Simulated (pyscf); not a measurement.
Thermochemistry of product channels of `[O]=[Cr](=[O])([F])[F]` + `[H][H]` on the singlet surface, in kcal/mol, from ωB97M-D3(BJ)/def2-TZVP energies (ideal gas, 1 atm, RRHO with modes under 100 cm⁻¹ raised to 100, one conformer, R ln 2 for chiral ones without a mode under 150 cm⁻¹). Structures and frequencies: ωB97X-D3(BJ)/def2-SVP in PySCF.

```
products                          ΔE  ΔH(298 K)  ΔG(298 K)  ΔG(600 K)
-----------------------------  -----  ---------  ---------  ---------
`[O]=[CrH](=[O])[F]` + `[FH]`  +10.8      +12.9      +10.5       +8.3
`[O]=[CrH]([OH])([F])[F]`      +11.5      +15.2      +22.4      +29.9
```

These are energies of the channels, which say nothing of barriers.
